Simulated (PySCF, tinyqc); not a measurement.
Inside a calculation. Method: coupled-perturbed Hartree-Fock on RHF in the sto-6g basis, for LiH, spin multiplicity 1. The lowest restricted solution is unstable here: a spin-polarised one lies 0.0220 hartree lower (PySCF). One step of it, computed by the program tinyqc.

Problem. Coupled step 2. U_ai = -(mu_ai + sum_bj [4 (ai|bj) - (ab|ij) - (aj|bi)] U_bj) / (e_a - e_i); alpha = -4 sum U_ai mu_ai.

U after step 1, order a3, a4, a5, a6:
```
[[0.065556, 4.444985],
 [0.000000, 0.000000],
 [0.000000, 0.000000],
 [0.052665, -1.705711]]
```

dipole integrals <a|z|i> (bohr), order a3, a4, a5, a6:
```
[[-0.122519, -1.006747],
 [0.000000, 0.000000],
 [0.000000, 0.000000],
 [-0.145325, 1.251723]]
```

orbital energies (hartree): [-2.414651, -0.213591, 0.066081, 0.155176, 0.155176, 0.325491]

Two-electron integrals over orbitals (pq|rs), unique and non-zero (hartree):
```
(11|11) 1.665535    (21|11) -0.097458   (21|21) 0.009979    (22|11) 0.294891
(22|21) 0.001799    (22|22) 0.435688    (31|11) -0.145681   (31|21) 0.011316
(31|22) -0.009485   (31|31) 0.023230    (32|11) 0.039825    (32|21) -0.002522
(32|22) -0.066083   (32|31) -0.000815   (32|32) 0.028233    (33|11) 0.390655
(33|21) -0.008229   (33|22) 0.210451    (33|31) 0.000226    (33|32) 0.017585
(33|33) 0.321808    (41|41) 0.010028    (42|41) 0.007177    (42|42) 0.020392
(43|41) 0.010437    (43|42) 0.021124    (43|43) 0.041655    (44|11) 0.396974
(44|21) -0.003214   (44|22) 0.232561    (44|31) -0.004805   (44|32) 0.019603
(44|33) 0.277750    (44|44) 0.313125    (51|51) 0.010028    (52|51) 0.007177
(52|52) 0.020392    (53|51) 0.010437    (53|52) 0.021124    (53|53) 0.041655
(54|54) 0.016875    (55|11) 0.396974    (55|21) -0.003214   (55|22) 0.232561
(55|31) -0.004805   (55|32) 0.019603    (55|33) 0.277750    (55|44) 0.279374
(55|55) 0.313125    (61|11) 0.068004    (61|21) -0.009017   (61|22) -0.006732
(61|31) -0.004821   (61|32) 0.002889    (61|33) 0.011665    (61|44) 0.001578
(61|55) 0.001578    (61|61) 0.010981    (62|11) -0.090014   (62|21) 0.000860
(62|22) 0.105313    (62|31) 0.004865    (62|32) -0.052200   (62|33) -0.017640
(62|44) -0.044102   (62|55) -0.044102   (62|61) 0.001744    (62|62) 0.133897
(63|11) 0.026459    (63|21) -0.001908   (63|22) -0.063771   (63|31) 0.004100
(63|32) 0.023468    (63|33) 0.037425    (63|44) 0.011644    (63|55) 0.011644
(63|61) 0.004624    (63|62) -0.043664   (63|63) 0.036118    (64|41) -0.005394
(64|42) -0.017341   (64|43) -0.010753   (64|64) 0.018512    (65|51) -0.005394
(65|52) -0.017341   (65|53) -0.010753   (65|65) 0.018512    (66|11) 0.347797
(66|21) 0.000402    (66|22) 0.402030    (66|31) -0.009943   (66|32) -0.049419
(66|33) 0.239149    (66|44) 0.253911    (66|55) 0.253911    (66|61) -0.005350
(66|62) 0.078576    (66|63) -0.046223   (66|66) 0.393108
```

Give: U after step 2; polarisability.

Solution.

U after step 2, order a3, a4, a5, a6:
```
[[0.061, 5.029],
 [0.000, 0.000],
 [0.000, 0.000],
 [0.049, -1.560]]
```

polarisability = 28.124 bohr^3
